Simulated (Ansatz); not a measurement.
The parent structure is GaAs in the zinc blende structure (space group F-43m, No. 216; a = 5.6594 Å).

All numbers come from PBEsol (Ansatz, a first-principles code; PAW; 420 eV plane waves; no SOC), earlier PAW set.

It is then changed as follows: every Ga is replaced by Al, then cell and atoms are relaxed.

Measured band gap: GaAs 1.57 eV (static lattice; corrected from measurement; as listed in Wei Chen et al., Physical Review Materials (2018)); AlAs 2.28 eV (static lattice; corrected from measurement; as listed in Wei Chen et al., Physical Review Materials (2018)).

Measured lattice parameter a: GaAs 5.64 Å (static lattice; corrected from measurement; as listed in Daniel Mejia-Rodriguez, S. B. Trickey, Phys. Rev. B (2018)); AlAs 5.649 Å (static lattice; corrected from measurement; as listed in Daniel Mejia-Rodriguez, S. B. Trickey, Phys. Rev. B (2018)).

How well does PBEsol reproduce the measured shift?

With PBEsol the band gap moves by +0.92 eV (0.42 → 1.34) against +0.71 eV measured; the lattice parameter a moves by +0.015 Å (5.659 → 5.674) against +0.009 Å measured.

Stability against distortions was not tested.
